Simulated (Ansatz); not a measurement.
Basis-set limit of SiH₄, singlet

```yaml
atoms:
  - { symbol: H, position_ang: [-2.4258, 0.0549, 0.0000] }
  - { symbol: H, position_ang: [-1.4918, 0.0549, 0.0000] }
  - { symbol: Si, position_ang: [0.0902, 0.0549, 0.0000] }
  - { symbol: H, position_ang: [0.7024, -0.8194, 1.0900] }
  - { symbol: H, position_ang: [0.7024, -0.8194, -1.0900] }
```

Ansatz 0.2.0, RHF determinant, valence electrons correlated. Energies in eV.

| set | X | functions | Hartree–Fock | MP2 correlation | CCSD(T) correlation | time |
| --- | --- | --- | --- | --- | --- | --- |
| def2-TZVPP | 3 | 98 | -7921.1658 | -4.2989 | -5.4598 | 3.2 s on 1 × NVIDIA H100 80GB HBM3 with 1 thread of AMD EPYC 7R13 Processor (Zen 3) (shared host) |
| def2-QZVPP | 4 | 190 | -7921.4179 | -4.5590 | -5.6612 | 3.7 s on 1 × NVIDIA H100 80GB HBM3 with 1 thread of AMD EPYC 7R13 Processor (Zen 3) (shared host) |

Hartree–Fock is taken to follow E(X) = E∞ + A·exp(−7.88·√X), correlation E(X) = E∞ + B·X^−2.97.

Cautions: higher spins were not checked; restricted determinant unstable towards unrestricted.

**Question.** Work out the CCSD(T) energy at the limit, and how far the shortcut misses it that extrapolates MP2 and adds CCSD(T) minus MP2 from the smaller set.

**Answer.** Hartree–Fock: E∞ = E4 + 0.1377·(E4 − E3) = -7921.4526. Correlation: E∞ = E4 + 0.7407·(E4 − E3) = -5.8103 for CCSD(T) and -4.7517 for MP2. The limit is -7927.2630 eV, 0.184 eV below def2-QZVPP. The shortcut gives a correlation energy of -4.7517 + (-1.1609) = -5.9126, 102 meV lower than the direct value.

Past Ne part of the Hartree–Fock step between the two sets comes from the cores, which don't follow the formula, so the 35 meV that it adds to the total can overshoot; that part largely cancels in differences.
